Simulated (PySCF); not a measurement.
## LiB, PBE: how much the basis matters

PySCF, UKS reference; triplet, unpaired electrons σ ↑, π ↑; De to Li + B without counterpoise correction.

```tsv
basis	relativity	functions	Re (Å)	ωe (cm⁻¹)	De (eV)	μ (D)
3-21G	no relativity	18	2.211	511	1.44	-4.51
pcseg-1	no relativity	23	2.162	517	1.41	-5.17
6-31G(d,p)	no relativity	28	2.167	517	1.41	-4.16
def2-SVPD	no relativity	32	2.145	540	1.53	-5.25
def2-TZVPP	no relativity	50	2.151	521	1.41	-5.27
cc-pVTZ	no relativity	60	2.151	519	1.45	-5.16
```

How does each smaller set differ from the one with most functions, cc-pVTZ?

3-21G: +6.0 pm, -1.5 % in ωe, -0.01 eV in De; pcseg-1: +1.1 pm, -0.4 % in ωe, -0.04 eV in De; 6-31G(d,p): +1.6 pm, -0.4 % in ωe, -0.04 eV in De; def2-SVPD: -0.6 pm, +4.0 % in ωe, +0.08 eV in De; def2-TZVPP: +0.0 pm, +0.4 % in ωe, -0.04 eV in De. All at PBE; the set with most functions is neither the basis-set limit nor always the best.

A positive dipole means Li(−)B(+). 3-21G is very small, so such numbers show the basis as much as the molecule. The state is the lowest determinant that a PBE0 search found; another state may lie lower at other levels.
